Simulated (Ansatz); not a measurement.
C4H6O2 can be A, `C=C=C(O)CO`, or B, `C#COC(C)O`.

Gas-phase electronic energies from Ansatz, PBE0-D4/def2-TZVP geometries. CBS: MP2 limit from def2 TZ/QZ plus the TZ coupled-cluster correction, frozen cores. DFT in def2-TZVPP. B3LYP here is the variant with VWN-RPA as its local correlation; programs differ in this. Each species was taken in one conformer, which may not be the lowest.

Q: Which isomer does CCSD(T)/CBS put lower? Give the gap. (An estimate is asked.)

A: The calculation gave: A, by 39.3 kJ/mol.

Q: Give E(B) − E(A) in kJ/mol with ωB97M-V, CCSD/def2-TZVPP, B3LYP-D4, HF/def2-TZVPP, r2SCAN-D4, B2PLYP, PBE0-D4. (An estimate is asked.)

A: The calculation gave: ωB97M-V 39.2, CCSD/def2-TZVPP 36.0, B3LYP-D4 47.5, HF/def2-TZVPP 26.4, r2SCAN-D4 48.2, B2PLYP 37.8, PBE0-D4 49.2. None reverses the order clearly.

Largest T1 diagnostic: 0.012.

From PBE to PBE0 (25 % exact exchange), in def2-TZVPP and without D4, E(B) − E(A) moves by −5.6 kJ/mol.
